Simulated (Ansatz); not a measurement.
Consider vertical spin-state energies of C2H4S2, SMILES SC1CS1 (Ansatz's Python interface).

`run_spin.py`
```python
import ansatz as az


def main() -> None:
    geometry_ang = [
        ("S", (-0.0495, 1.7375, -0.5859)),
        ("C", (-0.4448, 0.3601, 0.3324)),
        ("C", (0.4759, -0.7946, 0.3397)),
        ("S", (-0.8368, -1.0025, -0.6038)),
        ("H", (-0.0965, 1.1925, -1.824)),
        ("H", (-1.0267, 0.5542, 1.2273)),
        ("H", (0.5915, -1.3906, 1.2595)),
        ("H", (1.4791, -0.7135, -0.2009)),
    ]
    mol = az.Crystal.molecule()
    for symbol, xyz in geometry_ang:
        mol = mol.atom(symbol, xyz)

    model = (
        mol.calculation()
        .basis(gaussian="pcseg-2")
        .functional("pbe")
    )
    found = {}
    for unpaired in [0, 2]:
        r = model.spin("collinear", total=unpaired).run().report
        s = unpaired / 2
        found[unpaired] = r["free_energy_ev"]
        print(f"2S+1 = {unpaired + 1}: E = {found[unpaired]:.5f} eV, <S^2> = {abs(r['mean_field']['state']['spin_squared']):.3f} (pure state {s * (s + 1):.2f})")
    lowest = min(found, key=found.get)
    for unpaired, e in found.items():
        print(f"multiplicity {unpaired + 1}: {96.485332 * (e - found[lowest]):.1f} kJ/mol above the lowest")


if __name__ == "__main__":
    main()
```

Which spin state is lowest at this geometry, and how far above lie the others?

In order: multiplicity 1 (+0.00 eV) and multiplicity 3 (+3.87 eV), all at the one geometry.

The run itself:

```console
$ python run_spin.py
2S+1 = 1: E = -23798.25988 eV, <S^2> = 0.000 (pure state 0.00)
2S+1 = 3: E = -23794.39256 eV, <S^2> = 2.003 (pure state 2.00)
multiplicity 1: 0.0 kJ/mol above the lowest
multiplicity 3: 373.1 kJ/mol above the lowest
```

Reading the output:
- Total energies depend on the basis set; only differences at equal settings carry meaning.
- The geometry is a force-field or estimated start, not a minimum of this method, and the basis set is short of its limit. All parts are taken at fixed geometry, without zero-point energy.
- Timing: 25 s on 1 thread of Arm Neoverse V1, with other jobs on the host, peak memory 0.4 GiB.
